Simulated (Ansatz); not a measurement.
A CCSD(T) single point on tetrafluoroethylene.

```yaml
crystal:
  periodic: [false, false, false]
  atoms:
    - {symbol: F, position_ang: [1.169249, -1.134480, -0.707996]}
    - {symbol: C, position_ang: [0.202470, -0.640150, 0.025689]}
    - {symbol: F, position_ang: [-0.337461, -1.520617, 0.832268]}
    - {symbol: C, position_ang: [-0.188425, 0.618786, -0.041055]}
    - {symbol: F, position_ang: [0.351489, 1.499268, -0.847629]}
    - {symbol: F, position_ang: [-1.155222, 1.113093, 0.692624]}
basis:
  gaussian: {orbitals: def2-SVP}
correlation: {method: ccsd_t}
```

```sh
$ ansatz run in.yaml --threads 2 --pin off --events-out ev --progress --plain
```

Output of Ansatz, abridged:

```
Functional definition: HF
816 factors; integrals over basis functions are off by at most 8.2e-4 eV
mean field evaluation 1: about -12869.0702 eV, gradient 3.9e1 eV
mean field evaluation 2: about -12869.2118 eV, gradient 3.9e1 eV
mean field evaluation 4: about -12871.9667 eV, gradient 3.7e0 eV
mean field evaluation 8: about -12872.0037 eV, gradient 1.6e-1 eV
mean field -12872.00390201 eV, -473.0374184411 hartree, gradient 1.4e-6 eV, S^2 0.000000; 0 other end points of the search recorded, 0 dependent functions left out
6 core orbitals not correlated: weight in the atoms' cores, before any rotation towards them, 1.000 or more for the frozen orbitals, at most 0.000 for the correlated occupied ones
reference -12872.00390201 eV, -473.0374184411 hartree; 18, 18 occupied and 60, 60 virtual orbitals, 816 factors
second order -26.64745823 eV of doubles, -0.00000000 eV of singles
cycle   1  -26.44435597 eV  change    2.0e-1 eV  update   1.1e-1
cycle   2  -26.98208727 eV  change   -5.4e-1 eV  update   3.4e-2
cycle   3  -27.13662753 eV  change   -1.5e-1 eV  update   1.7e-2
cycle   4  -27.12884534 eV  change    7.8e-3 eV  update   3.3e-3
cycle   5  -27.12547091 eV  change    3.4e-3 eV  update   1.3e-3
cycle   6  -27.12640499 eV  change   -9.3e-4 eV  update   3.2e-4
cycle   7  -27.12623791 eV  change    1.7e-4 eV  update   9.8e-5
cycle   8  -27.12611089 eV  change    1.3e-4 eV  update   3.1e-5
cycle   9  -27.12611247 eV  change   -1.6e-6 eV  update   1.1e-5
perturbative correction -0.61737739 eV, -0.0226882006 hartree
Total energy: -12899.74739187 eV, -474.0569728885 hartree
```

Run time 5.5 s (2 threads of a server CPU on a shared host); peak host memory 0.32 GiB.

MP2 recovers 96.0 % of the CCSD(T) correlation energy and the triples give 2.2 %; T1 = 0.0122.
